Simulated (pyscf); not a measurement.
PySCF, gas phase, ωB97X-D3(BJ)/def2-SVP geometries.

Problem. PBE/def2-TZVP puts the barrier of H₃Sn–SnH₃ (SMILES [SnH3][SnH3]) + H• (SMILES [H]) -> SnH₃• (SMILES [SnH3]) + SnH₄ (SMILES [SnH4]) (substitution at Sn; doublet surface; Sn–Sn broken, H–Sn formed) at -2.8 kcal/mol and the reaction energy at -17.5 kcal/mol, from the separated reactants. What do r²SCAN/def2-TZVP, B3LYP-D3(BJ)/def2-TZVP, ωB97M-D3(BJ)/def2-TZVP give on the same structures?

Solution. r²SCAN: ΔE‡ = -4.4 kcal/mol, ΔE = -19.2 kcal/mol; B3LYP-D3(BJ): ΔE‡ = -2.7 kcal/mol, ΔE = -19.9 kcal/mol; ωB97M-D3(BJ): ΔE‡ = 1.5 kcal/mol, ΔE = -20.2 kcal/mol. PBE's barrier lies among them. Its reaction energy lies over all of them, by 1.7 to 2.7 kcal/mol. At PBE, r²SCAN, B3LYP-D3(BJ) this geometry lies under the reactants; that is no barrier but a single point on another level's saddle; such a level's own saddle, if it has one, lies nearer that side and is low. This is the saddle that the search found; another between the same sides may lie lower. The angle at the attacked Sn is 60° (front-side attack). Elements past Kr carry the def2 core potentials, without spin-orbit coupling.
